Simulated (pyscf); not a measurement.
Routes from H₂Si=Se + hydrogen (H₂)

Candidate steps break at most two bonds and form at most two. Each was searched with GFN2-xTB (tblite) first. Structures and frequencies: ωB97X-D3(BJ)/def2-SVP in PySCF. Energies: ωB97M-D3(BJ)/def2-TZVP, eV, from the separated reactants, singlet surface; ΔG‡ with ideal gas, 1 atm, RRHO with modes under 100 cm⁻¹ raised to 100, one conformer, R ln 2 for chiral ones without a mode under 150 cm⁻¹.

```csv
products,type,ΔE‡,ΔE,ΔG‡ 298 K,ΔG‡ 900 K,ν‡ (cm⁻¹)
H₃Si–SeH,addition across a multiple bond or ene-type step,0.93,-1.28,1.33,2.11,1280i
H₂Si=Se + H₂,four-centre exchange,1.40,0.00,1.82,2.61,1562i
:HSi–SeH [singlet] + H₂,concerted two-bond exchange,2.23,+0.52,2.54,3.30,1817i
H₂Se + SiH₂ [singlet],concerted two-bond exchange,2.59,+1.68,2.87,3.55,1333i
```

Row 4: On the product side the descent ends in an adduct with a Se–Si contact, 1.00 eV under the separated species and 1.70 eV under the saddle at ωB97X-D3(BJ)/def2-TZVP. 

Plain bond fissions and candidates not yet searched are not listed, and one of them may be faster. Each barrier is that of the saddle found; lower ones may exist. Elements up to Kr have no core potential and no relativistic terms here.
